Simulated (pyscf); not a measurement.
Thermochemistry of product channels of H₂B–PH₂ on the singlet surface, in kJ/mol, from ωB97M-D3(BJ)/def2-TZVP energies (ideal gas, 1 atm, RRHO with modes under 100 cm⁻¹ raised to 100, one conformer, R ln 2 for rigid chiral ones). Optimised with ωB97X-D3(BJ)/def2-SVP in PySCF.

```
products                             ΔE  ΔH(298 K)  ΔG(600 K)  ΔG(1200 K)
-------------------------------  ------  ---------  ---------  ----------
HB=PH + hydrogen (H₂)            +152.7     +136.3      +67.0        -4.3
B–PH₂ [singlet] + hydrogen (H₂)       …     +347.8     +271.7           …
PH₃ + BH [singlet]               +384.3     +369.4     +292.8           …
```

Task: Fill in the missing entries.

Result: 
- B–PH₂ [singlet] + hydrogen (H₂), ΔE: +368.3
- B–PH₂ [singlet] + hydrogen (H₂), ΔG(1200 K): +191.7
- PH₃ + BH [singlet], ΔG(1200 K): +218.0

These are energies of the channels, which say nothing of barriers.
